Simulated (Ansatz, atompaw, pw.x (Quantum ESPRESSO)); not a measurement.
## What a changed setting does to a pw.x run (fcc H)

Potential: PAW, atompaw 4.2.0.5, PBEsol; core none, reference 1s1; waves: 1s (bound): rc 1.70 bohr; 1s channel at 0.1 Ry: rc 1.70 bohr; 2p channel at -0.05 Ry: rc 1.65 bohr; 2p channel at 1.65 Ry: rc 1.70 bohr; local part: troulliermartins scheme with l = 2 at 0.5 Ry, radius 1.50 bohr; core correction: none; augmentation: besselshape compensation charge, radius 1.70 bohr; PAW radius 1.70 bohr; waves and projectors: custom rrkj gramschmidtortho.

The reference run (k-mesh 18³, cutoffs 40/400 Ry, Fermi–Dirac 0.01 Ry, mixing_beta 0.4, conv_thr 1e-9, no spin) gives -0.33 GPa at 2.917 Å³/atom, where all-electron LAPW gives -0.10 GPa. This run, with its own iteration cap, changes ecutwfc to 8, a wrong or extreme entry chosen on purpose.

```
&control
  calculation='scf', prefix='x', pseudo_dir='./', outdir='./tmp', tstress=.true., disk_io='none'
/
&system
  ibrav=0, nat=1, ntyp=1, ecutwfc=8, ecutrho=400, nbnd=7,
  occupations='smearing', smearing='fd', degauss=0.01
/
&electrons
  conv_thr=1e-09, mixing_beta=0.4, electron_maxstep=70
/
ATOMIC_SPECIES
H 1.0 H.UPF
CELL_PARAMETERS angstrom
  0.00000000 1.13405855 1.13405855
  1.13405855 0.00000000 1.13405855
  1.13405855 1.13405855 0.00000000
ATOMIC_POSITIONS crystal
H 0.0000 0.0000 0.0000
K_POINTS automatic
18 18 18 0 0 0
```

```bash
pw.x < H.scf.in > H.scf.out
```

Q: How does the run end?

A: It stops with "memory_report: more bands than PWs!".

```
Message from routine setup:
     using ibrav=0 with symmetry is DISCOURAGED, use correct ibrav instead
     lattice parameter (alat)  =       3.0307  a.u.
     unit-cell volume          =      19.6849 (a.u.)^3
     number of electrons       =         1.00
     number of Kohn-Sham states=            7
     kinetic-energy cutoff     =       8.0000  Ry
     charge density cutoff     =     400.0000  Ry
     scf convergence threshold =      1.0E-09
     Exchange-correlation= SLA PW PSX PSC
     number of k points=   195  Fermi-Dirac smearing, width (Ry)=  0.0100
     Error in routine memory_report (1):
     more bands than PWs!
```

The run took about 0.6 s on one core of a shared host (Intel(R) Xeon(R) 6975P-C, 192 threads, 378 GiB, load 85).
